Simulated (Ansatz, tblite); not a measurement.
Cost and result up the ladder for Mg₃H₅⁻ (the lowest singlet isomer of a short search) (8 atoms). Total charge -1; singlet. Geometry: r2SCAN-D4/def2-TZVPD.

Cartesian coordinates in Å:
```
Mg 0.4742 -1.0223 -0.6998
Mg -0.2721 -0.5598 2.1522
Mg -0.5519 1.5546 0.2554
H 1.0139 -1.7041 -2.2329
H -0.9585 3.1683 -0.2725
H 1.1006 0.6044 0.1655
H -1.2174 -0.1387 -0.3199
H 0.4112 -1.9024 0.9520
```

Ansatz on 4 threads of Arm Neoverse V2 on a shared host; xTB runs through tblite on one thread. Times are rough, summed over both states, and most runs start from the orbitals of an earlier one. No level here is sound enough to serve as a yardstick. The other state is a triplet.

The xTB rows come from tblite. The structure comes from a short search, and lower isomers may exist.

xTB has no spin-polarisation term.

```
                          level  functions  vertical triplet (eV)                                                             remarks
           r2SCAN-D4/def2-TZVPD        150                   1.12  HOMO above zero (triplet), restricted SCF unstable in HF (singlet)
                       GFN2-xTB         32                   3.31                                                                   –
             PBE0-D4/def2-TZVPD        150                   1.27  HOMO above zero (triplet), restricted SCF unstable in HF (singlet)
PBE-D4/def2-TZVPD (with forces)        150                   1.33  HOMO above zero (triplet), restricted SCF unstable in HF (singlet)
                       GFN1-xTB         22                   4.10                                                                   –
```

(1) Estimate how long each takes.

Answers

(1) GFN1-xTB 0.004 s; GFN2-xTB 0.009 s; PBE-D4/def2-TZVPD (with forces) 3.5 s; PBE0-D4/def2-TZVPD 4.2 s; r2SCAN-D4/def2-TZVPD 8.4 s. On shared hardware such times vary by a factor of up to 3.
